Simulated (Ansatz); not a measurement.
Band gap of Te3As2 (C2/m, No. 12) at several levels of theory

The reference, 0.4 eV (measured, 4 K, zero-point motion not removed, scanning tunnelling spectroscopy; as tabulated in Electronic band gap of van der Waals α-As2Te3 crystals, HAL hal-03321708), is not set against levels without spin–orbit coupling, which matters for this solid.

```json
[
 {"level (code)": "LDA (Ansatz)", "value (eV)": "0.36", "cell (Å³/atom)": "28.35"},
 {"level (code)": "PBEsol (Ansatz)", "value (eV)": "0.36", "cell (Å³/atom)": "28.35"},
 {"level (code)": "r²SCAN (Ansatz)", "value (eV)": "0.45", "cell (Å³/atom)": "28.35"},
 {"level (code)": "r²SCAN-D4 (Ansatz)", "value (eV)": "0.56", "cell (Å³/atom)": "29.52"},
 {"level (code)": "r²SCAN+rVV10 (Ansatz)", "value (eV)": "0.56", "cell (Å³/atom)": "29.26"},
 {"level (code)": "HSE06 (Ansatz)", "value (eV)": "0.81", "cell (Å³/atom)": "30.81"},
 {"level (code)": "PBE0 (Ansatz)", "value (eV)": "1.36", "cell (Å³/atom)": "30.81"},
 {"level (code)": "G0W0@PBEsol (Ansatz)", "value (eV)": "0.58", "cell (Å³/atom)": "28.35"}
]
```

Computed values are for a static lattice. Spin–orbit coupling is included only where a level's name says +SOC; with heavier elements it mostly lowers gaps and can invert bands.  r²SCAN-D4, r²SCAN+rVV10, HSE06, PBE0: the gap is read on the k mesh or supercell of the run alone and can be too large. HSE06, PBE0: the cell comes from a level without a dispersion term, which matters for the spacing of layers, chains or molecules. G0W0@PBEsol: the correction to the complete basis was taken at k points off the band edges. Values are at the measured cell; r²SCAN-D4 at the level's own relaxed cell; r²SCAN+rVV10 at the level's own relaxed cell; HSE06 at the r²SCAN cell; PBE0 at the r²SCAN cell. Cutoffs and k meshes differ between the levels. Ansatz's density-functional and Hartree–Fock values are scalar-relativistic unless marked +SOC, with PAW data made under PBE.

Ansatz is an electronic-structure program.
